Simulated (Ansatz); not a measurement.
# C2Cl4: a ladder of functionals and wavefunction methods

One table from this session's results is given with a row withheld; the runs are named, their logs left out.

Program: Ansatz 0.2.0, Gaussian basis. Level of theory: functionals in def2-TZVPP, the program's frozen cores in correlated methods. These are calculated values, not measurements.

Plan: LDA (SPW92), PBE-D4, revPBE-D4, BLYP-D4, r2SCAN-D4, B97M-V, PBE0-D4, B3LYP-D4, r2SCANh-D4, r2SCAN0-D4, HSE06-D4, BHLYP-D4, CAM-B3LYP-D4, LC-ωPBE, ωB97X-V, ωB97M-V, B2PLYP, PBE-QIDH; CCSD(T)/def2-SVP; CCSD(T)/def2-TZVPP; MP2/def2-QZVPP; extrapolation to the limit; RPA on PBE.

## The relaxed structure

An earlier PBE0-D4 in a triple-zeta def2 set relaxation fixed the geometry.

6 atoms, charge 0, spin multiplicity 1.

Atoms are counted from 1 here; the program's logs count them from 0.

Bond lengths: C1–C2 1.339 Å, C1–Cl3 1.703 Å, C1–Cl4 1.703 Å, C2–Cl5 1.703 Å, C2–Cl6 1.703 Å. Angles: C2–C1–Cl3 122.2°, C2–C1–Cl4 122.2°, Cl3–C1–Cl4 115.6°, C1–C2–Cl5 122.2°, C1–C2–Cl6 122.2°, Cl5–C2–Cl6 115.6°.

The first run:

in.yaml reads:

```yaml
crystal:
  periodic: [false, false, false]
  atoms:
    - {symbol: C, position_ang: [-0.000000, -0.000000, 0.669471]}
    - {symbol: C, position_ang: [-0.000000, 0.000000, -0.669471]}
    - {symbol: Cl, position_ang: [0.000000, 1.441213, 1.577053]}
    - {symbol: Cl, position_ang: [0.000000, -1.441213, 1.577053]}
    - {symbol: Cl, position_ang: [0.000000, -1.441213, -1.577053]}
    - {symbol: Cl, position_ang: [0.000000, 1.441213, -1.577053]}
basis:
  gaussian: {orbitals: def2-TZVPP}
hamiltonian: {xc: lda}
output: {orbitals: {seedname: orbitals}}
```

Started as:

```console
$ ansatz run in.yaml --threads 4 --pin off --events-out ev --progress --plain --max-ram 10444MiB
```

Steps of the session up to this table: LDA; PBE-D4 (GGA); revPBE-D4 (GGA); BLYP-D4 (GGA); r2SCAN-D4 (meta-GGA); B97M-V (meta-GGA); PBE0-D4 (hybrid); B3LYP-D4 (hybrid); r2SCANh-D4 (hybrid); r2SCAN0-D4 (hybrid); HSE06-D4 (hybrid); BHLYP-D4 (hybrid); CAM-B3LYP-D4 (range-separated); LC-ωPBE (range-separated); ωB97X-V (range-separated); ωB97M-V (range-separated); B2PLYP (double hybrid); PBE-QIDH (double hybrid).

One of the session's tables, all rows but one given; the rest of the session is left out.

It belongs to the step «Frontier levels by functional». 

```
  functional  HOMO (eV)  gap (eV)
 LDA (SPW92)          ?         ?
      PBE-D4      -6.09      4.19
   revPBE-D4      -6.02      4.21
     BLYP-D4      -5.93      4.19
   r2SCAN-D4      -6.34      4.54
      B97M-V      -6.38      4.72
     PBE0-D4      -7.27      6.23
    B3LYP-D4      -7.04      5.81
  r2SCANh-D4      -6.77      5.29
  r2SCAN0-D4      -7.42      6.44
    HSE06-D4      -6.87      5.45
    BHLYP-D4      -8.29      8.32
CAM-B3LYP-D4      -8.54      8.62
     LC-ωPBE      -9.87     10.98
     ωB97X-V      -9.50     10.61
     ωB97M-V      -9.35     10.44
```

**Question.** Estimate the row for LDA (SPW92).

**Answer.** HOMO (eV): -6.27; gap (eV): 4.14. In the column «HOMO (eV)» it lies between r2SCAN-D4 (-6.34) and PBE-D4 (-6.09).
